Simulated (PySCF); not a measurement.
Species: C3H4F2O.
InChI=1S/C3H4F2O/c1-2(6)3(4)5/h3H,1H3

Level of theory: MP2 and CCSD/aug-cc-pVDZ in PySCF, restricted Hartree–Fock reference, 6 core orbitals frozen, non-relativistic, gas phase, PBE0-D3(BJ)/def2-SVP geometry.

E(HF) = -389.71892 Eh.

Question: How large is the problem?

Answer: 174 basis functions and 48 electrons; 6 orbitals frozen, which leaves o = 18 correlated occupied and v = 150 virtual orbitals. That is o·v = 2700 singles and o·v(o·v + 1)/2 = 3646350 distinct closed-shell doubles amplitudes before symmetry; the costliest CCSD step grows as o²v⁴ = 1.6 × 10^11.

Question: What are the MP2 and CCSD correlation energies?

Answer: MP2 -1.0130 Eh and CCSD -1.0454 Eh, which gives totals of -390.73189 and -390.76434 Eh. That is 0.790 eV for each correlated electron at CCSD (2745 kJ/mol in all, 0.268 % of the total energy); MP2 gives 96.9 % of the CCSD value.

Question: What is the T1 diagnostic?

Answer: 0.0145, below the customary warning level of 0.02. It is the norm of the spatial-orbital singles amplitudes over the root of the number of correlated electrons, so the norm is 0.087.

Question: How does correlation change the dipole moment?

Answer: HF gives 1.32 D and CCSD (unrelaxed density) 1.12 D, a change of -0.20 D.

No triples correction and no basis-set extrapolation were made.

The job also held the EOM ionisation roots. Time: 6.0 min wall. Hardware: x86-64 server, one thread, on a shared host.

Shape of the structure used: `[CH3:1][C:2](=[O:3])[CH:4]([F:5])[F:6]`: C1–C2–C4–F5 -62°.

One conformer stands for the species.
